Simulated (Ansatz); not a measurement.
# C3H4O2: the cost of one run

Method: the levels named in each step, in Ansatz 0.2.0.

## 1. The starting structure

Bond lengths: C1–C2 1.317 Å, O3–C4 1.144 Å, C4–O5 1.144 Å, C1–H6 1.078 Å, C1–H7 1.078 Å, C2–H8 1.078 Å, C2–H9 1.078 Å. Angles: C1–C2–H8 122.0°, C1–C2–H9 121.9°, H8–C2–H9 116.1°, C2–C1–H6 121.9°, C2–C1–H7 122.0°, H6–C1–H7 116.1°, O3–C4–O5 179.1°.

As a file:

```xyz
9

C     0.7913   -0.6528    1.7762
C     1.7326   -0.0172    1.1100
O    -0.2621   -0.5568   -1.5684
C    -0.8002    0.2127   -0.9155
O    -1.3500    0.9843   -0.2749
H     0.0009   -0.1273    2.2871
H     0.7676   -1.7282    1.8442
H     2.5244   -0.5407    0.5998
H     1.7571    1.0587    1.0453
```

## 2. A rough first relaxation, PBE-D4/def2-SVP

This run stands in another session on the same molecule. It ended at:

```xyz
9

C     0.7654   -0.4763    1.8679
C     1.7772   -0.1284    1.0583
O     0.0651    0.3719   -1.6943
C    -0.8188    0.1484   -0.9546
O    -1.7140   -0.0730   -0.2280
H     0.2222    0.2684    2.4723
H     0.4341   -1.5231    1.9661
H     2.3210   -0.8733    0.4547
H     2.1095    0.9182    0.9614
```

## 3. Relaxation, PBE0-D4/def2-TZVPP

input.yaml reads:

```yaml
crystal:
  periodic: [false, false, false]
  atoms:
    - { symbol: C, position_ang: [0.76535025, -0.47626416, 1.86787981] }
    - { symbol: C, position_ang: [1.7771664, -0.12842581, 1.05833954] }
    - { symbol: O, position_ang: [0.06510592, 0.37193129, -1.6943355] }
    - { symbol: C, position_ang: [-0.81875391, 0.14835641, -0.95457749] }
    - { symbol: O, position_ang: [-1.71401379, -0.07303804, -0.22802277] }
    - { symbol: H, position_ang: [0.22218898, 0.26844788, 2.4723464] }
    - { symbol: H, position_ang: [0.43414473, -1.52311857, 1.96607285] }
    - { symbol: H, position_ang: [2.32096343, -0.87329841, 0.45465369] }
    - { symbol: H, position_ang: [2.10949798, 0.91815942, 0.96138346] }
basis:
  gaussian: { orbitals: def2-TZVPP }
hamiltonian:
  xc: pbe0
  dispersion: d4
relax:
  f_tol: 0.002
  max_steps: 150
```

Command:

```console
ansatz run input.yaml --threads 4 --pin off --max-ram 10240MiB --backend cpu --events-out ev --progress --plain --runs-dir out
```

What time and memory should one allow on 4 threads of AMD EPYC (Zen 3), shared host?

About 2.7 min, with a peak of 0.46 GiB.
